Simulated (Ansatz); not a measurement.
Results of PBE-D3(BJ) (plane waves, PAW; Ansatz, a program for electronic structure) for hcp Zr.

Run with plane-wave cutoff 520 eV, 24×24×12 k mesh (along the axes of the cell as run), Fermi–Dirac smearing 0.037 eV (set by the program), scalar-relativistic PAW data made under PBE.

Computed at the level's own relaxed cell.

Hill averages of the elastic tensor: K = 98.3 GPa, G = 34.0 GPa. Volume 22.447 Å³/atom, mean atomic mass 91.224 u.

Q: Work out the density, the sound velocities of a polycrystal and the elastic Debye temperature, and Pugh's ratio at this level.

A: ρ = 1.66054 × 91.224/22.447 = 6.748 g/cm³. v_l = √[(K + 4G/3)/ρ] = 4.614 km/s and v_t = √(G/ρ) = 2.245 km/s. The mean follows from 3/v_m³ = 1/v_l³ + 2/v_t³: v_m = 2.522 km/s. Θ_D = (ħ/k_B) v_m (6π²/V)^(1/3) = 76.38 K Å s/km × 2.522 × 1.3818 Å⁻¹ = 266 K, counting all atoms of the cell. K/G = 2.89, to be set beside Pugh's rough bound of 1.75 between brittle and ductile metals.

Note: the dispersion coefficients are held fixed in the derivatives.
